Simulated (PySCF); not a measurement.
CH3O, SMILES `C[O]` (charge 0, multiplicity 2)

Method: TPSSh-D3(BJ)/def2-TZVP // PBE-D3(BJ)/def2-SVP (PySCF 2.14.0).

```yaml
highest_occupied_spin_orbital: -6.88 eV
dipole_moment: 2.02 D
total_energy: -115.1051 Ha
cost: around 80 core-seconds (rough)
```

Bonds (Å): C1–O2 1.344, C1–H3 1.133, C1–H4 1.125, C1–H5 1.125. Bond angles (°): O2–C1–H3 105.8, O2–C1–H4 115.5, O2–C1–H5 115.5, H3–C1–H4 103.9, H3–C1–H5 104.0, H4–C1–H5 110.7.
Charge 0, spin multiplicity 2.
